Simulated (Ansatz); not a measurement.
BFHS (`F[B]S`) radical. The species carries charge 0 and has multiplicity 2. The structure was optimised at the PBE0-D4/def2-TZVP level. It is one conformer, not always the lowest.

```xyz
4

F    -0.121    1.288    1.332
B     0.139    0.713    0.187
S    -0.246   -1.008   -0.132
H     0.228   -0.992   -1.387
```

(1) What is the dipole moment at PBE/def2-TZVPP? (Estimate.)

(2) And with r2SCAN, B3LYP, ωB97M-V? (Best estimate.)

(3) Give the Mulliken charges with PBE, B3LYP, ωB97M-V in def2-TZVPP. (An estimate is asked.)

Answers

(1) Ansatz gave: 1.14 D, with components (0.13, -0.70, -0.89) D in this frame, pointing from negative to positive charge.

(2) The calculation gave: r2SCAN 1.19 D, B3LYP 1.22 D, ωB97M-V 1.18 D.

(3) Computed: 
```json
{"atom": "F1", "PBE": "-0.14", "B3LYP": "-0.18", "ωB97M-V": "-0.18"}
{"atom": "B2", "PBE": "0.12", "B3LYP": "0.17", "ωB97M-V": "0.15"}
{"atom": "S3", "PBE": "-0.12", "B3LYP": "-0.12", "ωB97M-V": "-0.11"}
{"atom": "H4", "PBE": "0.14", "B3LYP": "0.13", "ωB97M-V": "0.14"}
```

B3LYP here is the variant with VWN-RPA as its local correlation; programs differ in this.
